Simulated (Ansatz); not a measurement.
Mulliken charges of CH₆AlB, SMILES `B[CH2][AlH2]` from B3LYP/def2-TZVPP in Ansatz (PBE0-D4/def2-TZVP geometry).

```
atom   x (Å)   y (Å)   z (Å)  charge (e)
  B1  -0.483   0.634  -1.143      -0.186
  C2   0.718   0.178  -0.350      -0.294
 Al3  -0.084  -0.693   1.242       0.452
  H4  -1.012  -0.100  -1.932       0.030
  H5  -0.988   1.702  -0.932       0.030
  H6   1.331   0.958   0.110       0.118
  H7   1.309  -0.639  -0.776       0.118
  H8  -0.364  -2.251   1.215      -0.134
  H9  -0.339   0.165   2.549      -0.134
```

By hand: the dipole of these point charges (1 e Å = 4.8032 D).

Σ q r = (0.186, -0.118, 0.208) e Å, of length 0.303 e Å = 1.46 D.

How does the dipole of the full density compare? (Estimate.)

Ansatz gave: (0.213, -0.073, 0.126) e Å, 1.24 D; the point charges give 1.18 times that, at 18° from its direction.

Point charges leave out the atoms' own dipoles, such as those of lone pairs, and Mulliken's split depends on the basis, so the two needn't agree.

B3LYP here is the variant with VWN-RPA as its local correlation; programs differ in this.
